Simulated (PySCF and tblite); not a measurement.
The numbers below are computed, except where a source is named.
# diethyl sulfide, C₄H₁₀S, numbered as in [CH3:1][CH2:2][S:3][CH2:4][CH3:5]: conformational analysis

Geometries PBE0-D3(BJ)/def2-SVP; weights from PBE0-D3(BJ)/def2-SVP energies and GFN2-xTB thermal corrections, with symmetry numbers and mirror pairs. Conformers within 3 kcal/mol (GFN2-xTB free energy) were kept, 6 at most. GIAO shieldings: KT2/pcSseg-1. Shifts are against TMS (¹H), TMS (¹³C) at the same level. Programs: PySCF with density fitting and tblite.

Torsions listed: C1–C2–S3–C4, C2–S3–C4–C5. Of a mirror pair one member is shown.

```tsv
conformer	shape	symmetry	E(GFN2, own minimum) kcal/mol	E(DFT) kcal/mol	G(298.15 K) kcal/mol	weight %	dipole D
1	71°, 175°	C1 (pair)	0.82	0.56	0.00	42.3	1.57
2	-66°, -66°	C2 (pair)	0.00	0.00	0.04	39.7	1.62
3	97°, -67°	C1 (pair)	0.50	0.94	0.74	12.2	1.62
4	180°, 180°	C2v	1.71	0.97	1.18	5.8	1.54
```

Weights (%) against temperature:

```csv
T (K),1,2,3,4,S(mix) cal/mol/K
200,37.1,52.1,7.0,3.9,3.35
250,40.6,44.5,9.9,5.0,3.50
298.15,42.3,39.7,12.2,5.8,3.59
350,43.3,36.1,14.3,6.4,3.64
400,43.7,33.6,15.9,6.8,3.67
```

Averaged shifts at 298.15 K. ¹H: 2.50 (H2/H4, 4H), 1.20 (H1/H5, 6H) ppm. ¹³C: 31.6 (C2/C4), 16.2 (C1/C5) ppm.

Coordinates of conformer 1 (Å):

```xyz
15

C     2.146    0.404    0.249
C     1.257   -0.745    0.686
S    -0.486   -0.310    0.935
C    -1.018   -0.056   -0.783
C    -2.511    0.216   -0.823
H     2.092    1.235    0.968
H     1.852    0.794   -0.737
H     3.196    0.078    0.175
H     1.310   -1.587   -0.024
H     1.581   -1.139    1.662
H    -0.771   -0.959   -1.366
H    -0.464    0.788   -1.224
H    -2.764    1.121   -0.249
H    -3.079   -0.624   -0.396
H    -2.849    0.366   -1.860
```

Coordinates of conformer 2 (Å):

```xyz
15

C    -2.005   -0.303    0.238
C    -1.162    0.860   -0.251
S     0.089    0.425   -1.494
C     1.211   -0.638   -0.542
C     1.964    0.065    0.572
H    -1.394   -1.057    0.758
H    -2.509   -0.802   -0.603
H    -2.772    0.044    0.949
H    -1.789    1.605   -0.766
H    -0.681    1.388    0.588
H     1.910   -1.019   -1.304
H     0.659   -1.514   -0.164
H     2.657   -0.630    1.072
H     1.279    0.454    1.342
H     2.543    0.913    0.179
```

Shifts are unscaled: against experiment ¹³C can be off by 15 ppm or more and ¹H by 0.8 ppm.

Search and properties took 85 s on 1 thread of Intel Xeon Platinum 8488C, on a host shared with other jobs (rough), launched as `OMP_NUM_THREADS=1 python ens_run.py task.json out`.
